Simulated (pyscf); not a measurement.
Optimised with ωB97X-D3(BJ)/def2-SVP in PySCF.

Question: Estimate the classical barrier height and the reaction energy of hydrogen chloride (HCl) + F–Ga(Cl)–Cl → Cl–Ga(Cl)–Cl + hydrogen fluoride (HF) at ωB97M-D3(BJ)/def2-TZVP. The step runs on the singlet surface, breaks Cl–H, F–Ga and forms Cl–Ga, F–H; take the separated reactants as zero.

Answer: ΔE‡ = -5.1 kcal/mol, ΔE = -7.1 kcal/mol. Zero-point energy shifts the barrier by +0.4 kcal/mol. It is a four-centre exchange, with an imaginary mode of 465i cm⁻¹. On the reactant side the descent ends in an adduct with a Cl–Ga contact, 11.6 kcal/mol under the separated species and 3.7 kcal/mol under the saddle at ωB97X-D3(BJ)/def2-TZVP. On the product side the descent ends in an adduct with a F–Ga contact, 10.9 kcal/mol under the separated species and 12.2 kcal/mol under the saddle at ωB97X-D3(BJ)/def2-TZVP. At ωB97M-D3(BJ) the saddle lies under the separated reactants, which points to a path from their complex (located at ωB97X-D3(BJ) alone). What is counted as formed (Cl–Ga) is already present as a longer contact in the reactant adduct; forming that adduct is a step of its own. What is counted as broken (F–Ga) persists as a longer contact in the product adduct; parting that adduct is a step of its own. At ωB97X-D3(BJ) the barrier from the zero used here is -7.9 kcal/mol. This is the saddle that the search found; another between the same sides may lie lower. Elements up to Kr have no core potential and no relativistic terms here.
